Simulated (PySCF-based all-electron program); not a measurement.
Values are calculated unless marked as measured or tabulated.
## SiBH5, singlet: how the functional moves the forces

Method: all-electron DFT (in-house code on PySCF), basis-limit composite values; the spin-free Dirac equation, no spin–orbit coupling, spin-restricted. Forces are good to about 0.013 eV/Å. In part, the full relativistic part was added along one bond alone. Atoms are numbered as listed.

```xyz
7

Si    0.0000    0.0000    0.0000
B     0.0000    0.0000    2.0080
H     0.0000    1.0281    2.6307
H     0.0000   -1.0281    2.6307
H     1.4622    0.0000   -0.3646
H    -0.6189    1.2147   -0.6184
H    -0.6189   -1.2147   -0.6184
```

PBE forces:

```tsv
atom	Fx	Fy	Fz (eV/Å)
Si1	0.048	0.000	-0.003
B2	-0.206	0.000	0.026
H3	0.072	-0.035	-0.017
H4	0.072	0.035	-0.017
H5	-0.035	0.000	-0.023
H6	0.025	-0.012	0.017
H7	0.025	0.012	0.017
```

What forces does r2SCAN give?

The forces move by 0.168 eV/Å (r.m.s. over the atoms) from PBE.

| atom | Fx | Fy | Fz (eV/Å) |
| --- | --- | --- | --- |
| Si1 | 0.104 | 0.000 | -0.143 |
| B2 | -0.230 | 0.000 | 0.126 |
| H3 | 0.078 | -0.186 | -0.102 |
| H4 | 0.078 | 0.186 | -0.102 |
| H5 | -0.217 | 0.000 | 0.022 |
| H6 | 0.094 | -0.161 | 0.100 |
| H7 | 0.094 | 0.161 | 0.100 |
